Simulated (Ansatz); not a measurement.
**CHAlCl (doublet): the correlation ladder at a displaced geometry (v2), cc-pVDZ**

Aim: climb from Hartree-Fock through coupled cluster and multireference methods for CHAlCl (doublet) at one geometry and basis, and see what each rung misses.

Program: Ansatz 0.2.0, Gaussian basis. Level of theory: cc-pVDZ, core rule «outside noble gas», up to 11 orbitals frozen. These are calculated values, not measurements.

The runs, in order: UHF; CCSD(T) on ROHF; CCSD(T) on UHF; BCCD(T) on ROHF; CISD; CCSDT(Q) on ROHF; CCSDT(Q) on UHF; CASSCF and MRCISD+Q, 9 electrons in 9 orbitals; CASSCF and NEVPT2, 9 electrons in 9 orbitals.

23 further runs of the same task are left out: 7 that didn't finish, 16 set aside as unsound or not needed.

### 1 The system

The geometry is a PBE0/def2-TZVP stationary point (not a proven minimum) with its atoms shifted at random (size 0.100 Å).

4 atoms, charge 0, spin multiplicity 2.

Atoms are counted from 1 here; the program's logs count them from 0.

Bond lengths: Al1–C2 1.983 Å, C2–Cl3 1.763 Å, C2–H4 1.016 Å. Angles: Al1–C2–Cl3 104.7°, Al1–C2–H4 142.7°, Cl3–C2–H4 109.1°.

### 2 UHF

in.yaml

```yaml
crystal:
  periodic: [false, false, false]
  atoms:
    - {symbol: Al, position_ang: [0.067781, -0.182907, 1.681727]}
    - {symbol: C, position_ang: [-0.097093, 0.925889, 0.045407]}
    - {symbol: Cl, position_ang: [-0.020473, -0.227405, -1.286293]}
    - {symbol: H, position_ang: [0.062636, 1.861951, -0.315512]}
basis:
  gaussian: {orbitals: cc-pVDZ}
magnetization: {spin_polarized: true, initial_magnetization: 1}
hamiltonian: {xc: hf}
output: {orbitals: {seedname: orbitals}}
```

Started as:

```
ansatz run in.yaml --threads 1 --pin off --events-out ev --progress --plain --max-ram 2393MiB
```

After this run come: CCSD(T) on ROHF; CCSD(T) on UHF; BCCD(T) on ROHF; CISD; CCSDT(Q) on ROHF; CCSDT(Q) on UHF; CASSCF and MRCISD+Q, 9 electrons in 9 orbitals; CASSCF and NEVPT2, 9 electrons in 9 orbitals.

Before running them: what should the planned runs give, taken together? Wanted: UCCSDT(Q) below the RHF energy; RMP2 from UCCSDT(Q); UMP2 from UCCSDT(Q); RCCSD from UCCSDT(Q); RCCSD(T) from UCCSDT(Q); UCCSD(T) from UCCSDT(Q); RCCSDT(Q) from UCCSDT(Q); T1 diagnostic.

**Answer**, as computed:

| quantity | value |
| --- | --- |
| UCCSDT(Q) below the RHF energy | -9.3967 eV |
| RMP2 from UCCSDT(Q) | +1357.0 meV |
| UMP2 from UCCSDT(Q) | +1424.2 meV |
| RCCSD from UCCSDT(Q) | +314.9 meV |
| RCCSD(T) from UCCSDT(Q) | +52.4 meV |
| UCCSD(T) from UCCSDT(Q) | +53.8 meV |
| RCCSDT(Q) from UCCSDT(Q) | +2.1 meV |
| levels within 1 kcal/mol (43 meV) | RCCSDT, UCCSDT, RCCSDT(Q) |
| T1 diagnostic | 0.023 |

What this shows: RCCSD(T) lands +52.4 meV from the yardstick (0.6 % of the correlation energy). These misses are within one basis, not against nature; the frozen cores of restricted and unrestricted runs differ, which can shift their rows.
